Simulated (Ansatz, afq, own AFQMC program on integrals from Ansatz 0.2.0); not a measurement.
LiPH$_{2}$, triplet in cc-pVDZ along one coordinate

```xyz
4

P     0.0000    0.0273    0.4890
Li    0.0000   -0.0011   -2.5774
H     0.0000    0.5043    1.8369
H     0.0000   -1.3360    0.8868
```

All coordinates are scaled about the centre. Energies in kJ/mol count from this geometry (1.000) at the same level; the start stands on UHF, each point on the determinant named.

Basis cc-pVDZ. Only valence electrons are correlated. AFQMC by an in-house program on the Cholesky factors that Ansatz 0.2.0 writes for its CCSD(T) run. ph-AFQMC/CISD is guided by a CISD state made of CCSD amplitudes; releasing the constraint for a short imaginary time cuts its bias at the price of noise, slowly where states lie close. ± is one standard error of the sampling.

Cautions, each for one point or more: CCSDT(Q) on the ROHF determinant differs, by its state or its frozen core; CCSDT(Q) on the ROHF determinant differs, perhaps since the unrestricted series falls towards higher spin; a spin-contaminated unrestricted determinant lies lower; cluster runs in doubt by the program's own checks; higher spins were not checked; lower spins were not checked; strong correlation; unrestricted determinant slightly spin contaminated; unrestricted determinant spin contaminated; walk and cluster series may follow different spin states.

```tsv
scale of all distances	det.	T1	weight	⟨S²⟩	CCSD(T)	ph-AFQMC/CISD	released AFQMC	CCSDT(Q)	wB97M-V	CCSD
0.883	UHF	0.016	0.92	2.01	85.6	86.5 ± 0.7	85.7 ± 0.9	85.8	85.0	84.8
1.121	UHF	0.017	0.91	2.02	39.7	39.9 ± 0.8	39.2 ± 0.9*	39.2	41.1	40.9
1.279	UHF	0.027	0.88	2.06	162.1	159.9 ± 1.3	160.6 ± 1.4*	160.5	172.5	166.1
1.504	ROHF	0.039	0.81	pure	345.9	347.7 ± 1.6	346.4 ± 2.0*	342.4	390.5	358.3
1.738	UHF¶	0.062	0.79	3.66	492.9	475.7 ± 1.7	474.1 ± 1.6*	477.4	548.4§	496.8
1.992	UHF¶	0.022	0.91	3.87	553.6	541.2 ± 0.9	–	544.3	615.8§	550.6
2.403	UHF¶	0.005	0.94	3.97	573.6	571.7 ± 0.7	571.4 ± 0.9*	572.6	646.2§	568.3
```

Weight is that of the determinant in the CISD state; at the start T1 is 0.017 and the weight 0.92, and ⟨S²⟩ is 2.01. ¶ marks points with a poor determinant and no full CI, where no value is sure; they don't count among the departures. An asterisk marks released energies that aren't shown to be converged. A dash marks a missing value, a released energy that hasn't settled or a functional that sits on another state. § marks a functional whose ⟨S²⟩ is too high by over 0.1. Largest departures from CCSDT(Q), at the points where its series has closed: CCSD(T) 3.5 kJ/mol at 1.504 (on ROHF), ph-AFQMC/CISD 5.3 kJ/mol at 1.504 (on ROHF), wB97M-V 48.1 kJ/mol at 1.504, CCSD 15.9 kJ/mol at 1.504 (on ROHF). Functionals count only at points shown to share the start's state and spin. In this small basis the wave-function levels are far from their limit, so their gap to the functionals isn't the functionals' error.

Some points may be missing: those where a free walk finds a much lower state, and past Zn most of those on another determinant than at the start.

A walk keeps the symmetry of its determinant, which the program's search chose and which needn't be the lowest solution, so a lower state of the same spin and another symmetry isn't excluded.
